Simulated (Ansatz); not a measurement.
All numbers were calculated with Ansatz.

`O=C=NCF`. Charge 0, multiplicity 1. All single points use the PBE0-D4/def2-TZVP geometry. It is one conformer, not always the lowest.

```xyz
7

O    -2.480    0.869   -0.307
C    -1.499    0.259   -0.188
N    -0.551   -0.473   -0.075
C     0.838   -0.272    0.103
F     1.156    1.063    0.166
H     1.381   -0.708   -0.738
H     1.156   -0.738    1.039
```

(1) What is the dipole moment at B3LYP/def2-TZVPP? (Estimate.)

(2) And with PBE, r2SCAN, ωB97M-V? (Estimate.)

(3) Give the Mulliken charges with B3LYP, ωB97M-V, r2SCAN in def2-TZVPP. (Estimate.)

## Answers

(1) The calculation gave: 2.38 D, with components (1.72, -1.63, 0.19) D in this frame, pointing from negative to positive charge.

(2) The calculation gave: PBE 2.24 D, r2SCAN 2.31 D, ωB97M-V 2.33 D.

(3) The calculation gave: 
| atom | B3LYP | ωB97M-V | r2SCAN |
| --- | --- | --- | --- |
| O1 | -0.19 | -0.21 | -0.21 |
| C2 | 0.24 | 0.31 | 0.29 |
| N3 | -0.21 | -0.24 | -0.26 |
| C4 | 0.16 | 0.12 | 0.27 |
| F5 | -0.23 | -0.22 | -0.23 |
| H6 | 0.11 | 0.12 | 0.07 |
| H7 | 0.11 | 0.12 | 0.07 |

B3LYP here is the variant with VWN-RPA as its local correlation; programs differ in this.
